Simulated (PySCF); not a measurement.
Below is a simulated gas-phase C 1s photoelectron spectrum of `N#C[C@@H]1C=C1Cl`.

Every computed line was given a Gaussian of 0.4 eV full width at half maximum and an area set by the number of equivalent atoms; the highest printed point is 100. Level of theory: delta-SCF UKS SCAN, pcX-2 on the ionised atom, pcseg-1 elsewhere, spin-free X2C (PySCF 2.14.0).

binding energy (eV), intensity and a bar:
```
    291.2          1 
    291.3          4 #
    291.4         14 ####
    291.5         34 ##########
    291.6         60 ##################
    291.7         75 ######################
    291.8         72 #####################
    291.9         63 ###################
    292.0         66 ####################
    292.1         75 ######################
    292.2         70 #####################
    292.3         49 ###############
    292.4         27 ########
    292.5         20 ######
    292.6         33 ##########
    292.7         59 ##################
    292.8         84 #########################
    292.9         98 #############################
    293.0        100 ##############################
    293.1         92 ############################
    293.2         71 #####################
    293.3         42 #############
    293.4         18 #####
    293.5          6 ##
    293.6          1 
    293.7          0
```

Count the maxima, the lines and the sites behind this envelope.

The curve has 3 maxima (at 291.7, 292.1 and 293.0 eV). Under it lie 4 lines from 4 inequivalent carbon sites. At this width some lines have no maximum of their own.

Decompose the envelope and assign each component. Numbering: `[N:1]#[C:2][C@@H:3]1[CH:4]=[C:5]1[Cl:6]`.

```
position (eV)  relative area  line  atoms                   environment
       291.71              1  C 1s     C4              alkene CH carbon
       292.15              1  C 1s     C2                nitrile carbon
       292.83              1  C 1s     C3  sp3 carbon next to a nitrile
       293.12              1  C 1s     C5           vinylic C–Cl carbon
```

What are the centre and the root-mean-square width of the whole band?

The area-weighted mean of the lines is 292.45 eV. Their own spread about it is 0.55 eV (rms) and each Gaussian has σ = 0.4/2.355 = 0.17 eV; the variances add, which gives 0.58 eV.

Lowest listed C 1s: C4, bonded to C (double bond), C and H. Highest, 1.41 eV above it: C5, bonded to Cl, C (double bond) and C. The widest gap between neighbouring values is 0.68 eV, between 292.15 and 292.83 eV.

No satellites, vibrations or lifetime broadening are included. Isolated species at its GFN2-xTB geometry, gas phase.
